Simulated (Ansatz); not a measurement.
Basis-set extrapolation for C3H3F2N, SMILES `FCC1(F)C=N1` (PBE0-D4/def2-TZVP geometry, frozen core, Ansatz). Multiplicity 1, RHF reference.

|  | def2-TZVPP | def2-QZVPP |
| --- | --- | --- |
| HF | -368.742722 | -368.758787 |
| MP2 correlation | -1.165942 | -1.258934 |
| CCSD(T) correlation | -1.230232 | not run |

Energies in hartree. Use E(X) = E(∞) + A·exp(−7.88·√X) for Hartree–Fock and E(X) = E(∞) + B·X^(−2.97) for correlation, with X = 3 and 4, and add CCSD(T) minus MP2 of the smaller set to the MP2 limit.

Question: What is the CCSD(T) energy at the basis-set limit?

Answer: HF limit: -368.758787 + (-0.016065) × 0.13774 = -368.76100. MP2 limit: -1.258934 + (-0.092992) × 0.74074 = -1.32782. Higher-order term: -1.230232 − (-1.165942) = -0.06429. Total: -370.15311 hartree, 4.90 eV below CCSD(T)/def2-TZVPP.
